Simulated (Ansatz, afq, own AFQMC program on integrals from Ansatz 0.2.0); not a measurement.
AFQMC on a folder of integrals that Ansatz 0.2.0 wrote.

```yaml
crystal:
  periodic: [false, false, false]
  atoms:
    - {symbol: Si, position_ang: [0.000000, 0.048990, 1.650996]}
    - {symbol: Ge, position_ang: [0.000000, 0.002558, -0.700835]}
    - {symbol: H, position_ang: [0.000000, 1.216652, 2.580029]}
    - {symbol: H, position_ang: [0.000000, -1.178458, 2.498612]}
    - {symbol: H, position_ang: [0.000000, -1.587644, -0.574809]}
basis:
  gaussian: {orbitals: cc-pVDZ}
magnetization: {spin_polarized: true, initial_magnetization: 1}
correlation: {method: ccsd_t, electrons: outside_noble_gas, hamiltonian_folder: ham}
```

```sh
$ ansatz run in.yaml --threads 1 --pin off --events-out ev --progress --plain --max-ram 1382MiB
```

afq runs on the folder ham with

```
--method phaseless --trial cisd --walkers 60 --populations 1 --least-time 40 --time-step 0.005 --steps-per-block 50 --equilibration-blocks 40 --max-blocks 300 --target-error 0.0008 --factor-cut 1e-05 --start spin_pure --seed 8789 --release-times 0.24,0.51,0.99,1.62,2.4 --release-step 0.03 --release-every 4 --taylor-order 6
```

Times are imaginary, in 1/Eh. The walk had a cap of 1706 s. Filled inner d shells are frozen with the cores.

afq prints:

```
orbitals 41  electrons 6 5  factors 325 of 641
reference energy -2365.94437875 Eh
CCSD correlation -0.20717807 Eh in 12 cycles, weight of the determinant in the CISD state 0.8615
energy of the start -2366.151060 Eh
 block  time / (1/Eh)  mean weight  energy / Eh
     1     0.250  1.0011  -2366.147698
     2     0.500  1.0003  -2366.148988
     3     0.750  1.0002  -2366.150484
     4     1.000  1.0005  -2366.152233
     5     1.250  0.9995  -2366.152135
     7     1.750  0.9998  -2366.157098
     9     2.250  1.0001  -2366.161108
    11     2.750  1.0005  -2366.159675
    21     5.250  1.0004  -2366.159552
    31     7.750  1.0008  -2366.163584
    41    10.250  0.9993  -2366.160248
    46    11.500  1.0008  -2366.166578
    51    12.750  0.9996  -2366.160460
    61    15.250  1.0008  -2366.152598
    71    17.750  0.9985  -2366.157696
    81    20.250  1.0013  -2366.161252
    91    22.750  0.9994  -2366.159380
   101    25.250  1.0002  -2366.163172
   111    27.750  1.0008  -2366.158485
   121    30.250  0.9995  -2366.158703
   131    32.750  0.9999  -2366.159873
   141    35.250  1.0017  -2366.161588
   151    37.750  1.0001  -2366.154120
   161    40.250  0.9991  -2366.161133
   171    42.750  0.9992  -2366.161440
   181    45.250  1.0002  -2366.160075
   191    47.750  0.9996  -2366.155974
   196    49.000  0.9994  -2366.158071
blocks merged  error / Eh  count
     1  0.000257  160
     2  0.000323  80
     4  0.000402  40
     8  0.000486  20
    16  0.000559  10
released: time / (1/Eh)  energy / Eh  error  mean overlap
  0.24  -2366.160060  0.000611  0.9965
  0.51  -2366.160287  0.000553  0.9936
  0.99  -2366.160703  0.000426  0.9805
  1.62  -2366.160317  0.000557  0.9752
  2.40  -2366.160486  0.000654  0.9442
energy -2366.159909 +/- 0.000486 Eh
(rows thinned)
```

The run passed its tests (sampling time, drift between the halves within three errors, error under three times the target), which doesn't prove that it has relaxed.

Against this walk (error 13.2 meV) on the same determinant: CCSD(T) 53.4 meV higher. The error is statistical and leaves out the bias of the constraint. Released to 2.40 1/Eh the energy moves by -16 ± 22 meV (both errors), within twice the noise.

Cautions: constraint bias not in the error; no relativity below Rb; no spin-orbit coupling; inner d shell frozen.

The walk took 6.8 min on 1 thread of Arm Neoverse V1 (shared host). The log's last line is the phaseless energy.

A walk keeps the symmetry of its determinant, which the program's search chose and which needn't be the lowest solution, so a lower state of the same spin and another symmetry isn't excluded.
